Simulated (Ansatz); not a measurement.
# AlO (oxoaluminum) at USVWN5/3-21G

What is the energy change on altering one bond length of AlO (oxoaluminum) at USVWN5/3-21G? 

The results are computed with Ansatz 0.2.0.

48 further runs of the same task are left out: 2 that didn't finish, 46 set aside as unsound or not needed.

## 1. The system as given

AlO has 2 atoms, charge 0, and is taken as a doublet. As SMILES, `[O]=[Al]`. The shape is that of a PBE0-D4/def2-TZVP optimisation.

Bond lengths: O1–Al2 1.620 Å.

## 2. A single-point energy at USVWN5/3-21G

job.yaml

```yaml
basis:
  gaussian:
    orbitals: 3-21G.json
crystal:
  periodic: [false, false, false]
  atoms:
    - {symbol: O, position_ang: [0.000000, -0.000000, -0.024920]}
    - {symbol: Al, position_ang: [-0.000000, 0.000000, 1.594970]}
magnetization:
  spin_polarized: true
  initial_magnetization: 1
hamiltonian:
  xc: {name: SVWN5}
accuracy: high
```

The basis set 3-21G is read from a file made from the Basis Set Exchange's data (not shown).

Run with:

```
$ ansatz run job.yaml --threads 1 --pin off --max-ram 3480MiB --events-out events.jsonl --progress --plain --runs-dir runs
```

What it wrote:

```text
Warning: RAYON_NUM_THREADS=1 ignored (pool sized by the plan → 1); use --threads N
Functional definition: SVWN5
  name "SVWN5"
  exchange = slater_x
  correlation = vwn5_c
411 factors; integrals over basis functions are off by at most 3.8e-9 eV
mean field evaluation 1: about -8539.9829 eV, gradient 5.1e1 eV
mean field evaluation 2: about -8339.4781 eV, gradient 1.3e2 eV
mean field evaluation 4: about -8548.4509 eV, gradient 2.6e1 eV
mean field evaluation 8: about -8551.9138 eV, gradient 3.2e0 eV
mean field evaluation 16: about -8551.9629 eV, gradient 3.3e-4 eV
mean field evaluation 32: about -8550.4461 eV, gradient 4.1e-6 eV
mean field -8551.96293455 eV, -314.2788411162 hartree, gradient 4.5e-8 eV, S^2 0.751395; 3 other end points of the search recorded, 0 dependent functions left out
reference -8551.96293685 eV, -314.2788412007 hartree; 11, 10 occupied and 11, 12 virtual orbitals, 411 factors
Total energy: -8551.96293685 eV, -314.2788412007 hartree
```

It took 0.74 s on 1 thread of Intel Xeon Platinum 8488C (Sapphire Rapids), shared host; peak memory 0.11 GiB.

## 3. The distorted shape, same level

molecule.yaml

```yaml
crystal:
  periodic: [false, false, false]
  atoms:
    - {symbol: O, position_ang: [0.000000, -0.000000, -0.429930]}
    - {symbol: Al, position_ang: [-0.000000, 0.000000, 1.594970]}
basis:
  gaussian:
    orbitals: 3-21G.json
magnetization:
  spin_polarized: true
  initial_magnetization: 1
hamiltonian:
  xc: {name: SVWN5}
accuracy: high
```

The basis set 3-21G is read from a file made from the Basis Set Exchange's data (not shown).

Run with:

```
$ ansatz run molecule.yaml --threads 1 --pin off --max-ram 3480MiB --events-out events.jsonl --progress --plain --runs-dir runs
```

What it wrote:

```text
Warning: RAYON_NUM_THREADS=1 ignored (pool sized by the plan → 1); use --threads N
Functional definition: SVWN5
  name "SVWN5"
  exchange = slater_x
  correlation = vwn5_c
401 factors; integrals over basis functions are off by at most 4.7e-9 eV
mean field evaluation 1: about -8536.5901 eV, gradient 5.2e1 eV
mean field evaluation 2: about -8318.3211 eV, gradient 1.4e2 eV
mean field evaluation 4: about -8541.7797 eV, gradient 4.1e1 eV
mean field evaluation 8: about -8550.4522 eV, gradient 9.5e0 eV
mean field evaluation 16: about -8550.7620 eV, gradient 1.6e-8 eV
mean field evaluation 32: about -8550.7620 eV, gradient 7.9e-3 eV
mean field evaluation 64: about -8550.6914 eV, gradient 1.1e0 eV
mean field evaluation 96: about -8550.7607 eV, gradient 1.2e-1 eV
mean field -8550.76201322 eV, -314.2347080714 hartree, gradient 2.0e-8 eV, S^2 0.762250; 10 other end points of the search recorded, 0 dependent functions left out
reference -8550.76201548 eV, -314.2347081542 hartree; 11, 10 occupied and 11, 12 virtual orbitals, 401 factors
Total energy: -8550.76201548 eV, -314.2347081542 hartree
```

Wall time 2.6 s (1 thread of Intel Xeon Platinum 8488C (Sapphire Rapids), shared host); peak memory 0.11 GiB.

## 4. What came out

At USVWN5/3-21G:

| quantity | value |
| --- | --- |
| first shape: total energy | -314.27884 Eh |
| first shape: ⟨S²⟩ | 0.751 |
| distorted shape: total energy | -314.23471 Eh |
| distorted shape: ⟨S²⟩ | 0.762 |
| energy change with the O1–Al2 bond stretched from 1.620 to 2.025 Å | 1.201 eV |

**Reading.** With the O1–Al2 bond stretched from 1.620 to 2.025 Å the energy rises by 1.20 eV (116 kJ/mol). The first shape isn't relaxed at this level, so the change isn't measured from a minimum.
